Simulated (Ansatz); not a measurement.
Ideal-gas functions of C2H2ClFO, SMILES `O/C=C(/F)Cl` at 600 K and 1 bar, from an Ansatz frequency run at PBE0-D4/def2-TZVP.

Molar mass 96.49 g/mol, point group Cs (symmetry number 1), electronic degeneracy 1, moments of inertia 95.941, 139.279, 235.22 u Å². Harmonic wavenumbers (cm⁻¹, unscaled): 206, 299, 396, 428, 474, 596, 684, 871, 1148, 1231, 1297, 1374, 1786, 3238, 3794.

Use S(trans) = R[1.5 ln M + 2.5 ln T − 1.1517]; rotational temperatures θ = 24.2544 K / I; S(rot) = R[ln(√π/σ · √(T³/θAθBθC)) + 1.5]; for each mode x = 1.438777 ν̃/T, S = R[x/(eˣ − 1) − ln(1 − e⁻ˣ)] and H = RT x/(eˣ − 1); 1 cm⁻¹ = 0.0119627 kJ/mol; R = 8.31446 J/(mol·K).

Question: By hand: the entropy, in J/(mol·K).

Answer: Translation 180.4. Rotation: θ = 0.2528, 0.1741, 0.1031 K, giving 119.4. Vibration, mode by mode: 14.26, 11.26, 9.05, 8.45, 7.68, 6.02, 5.07, 3.55, 2.11, 1.80, 1.59, 1.37, 0.61, 0.03, 0.01, in all 72.9. Electronic 0.0. Sum 372.7 J/(mol·K).

Question: By hand: H − E and G − E in kJ/mol, counted from the electronic energy.

Answer: Zero-point energy ½ × 17822 × 0.0119627 = 106.6; thermal vibration 24.9; translation, rotation and pV give 4 RT = 20.0. H − E = 151.5 kJ/mol, and G − E = 151.5 − 600 × 372.7/1000 = -72.1 kJ/mol.

Vibration gives 20 % of the entropy. The sum counts one conformer and one mirror image; others add a mixing term.
